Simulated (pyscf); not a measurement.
Elementary routes open to O=Cr(=O)(F)–F + H₂O in the gas phase (singlet surface):
A. O=Cr(=O)(OH)–F + HF (Cr–F, H–O broken; Cr–O, F–H formed)
B. O=Cr(OH)(OH)(F)–F (H–O broken; Cr–O, H–O formed)

Single points on ωB97X-D3(BJ)/def2-SVP structures (PySCF, gas phase).

**Question.** Rank the routes by free-energy barrier at 1200 K, lowest first, for ωB97M-D3(BJ)/def2-TZVP energies (ideal gas, 1 atm, RRHO with modes under 100 cm⁻¹ raised to 100, one conformer, R ln 2 for chiral ones without a mode under 150 cm⁻¹).

**Answer.** A (55.2 kcal/mol), B (77.4 kcal/mol)

Route A is the fastest of these, ahead of the next by 22.1 kcal/mol. The most stable products are those of A (ΔG = +0.3 kcal/mol), so kinetics and thermodynamics agree. At 298 K A is still the fastest. A: On the reactant side the descent ends in a complex, 4.6 kcal/mol under the separated species and 16.9 kcal/mol under the saddle at ωB97X-D3(BJ)/def2-TZVP. B: On the reactant side the descent ends in a complex (not fully relaxed), 4.4 kcal/mol under the separated species and 40.2 kcal/mol under the saddle at ωB97X-D3(BJ)/def2-TZVP. Only these routes are compared; each barrier is that of the saddle found, and lower ones may exist.
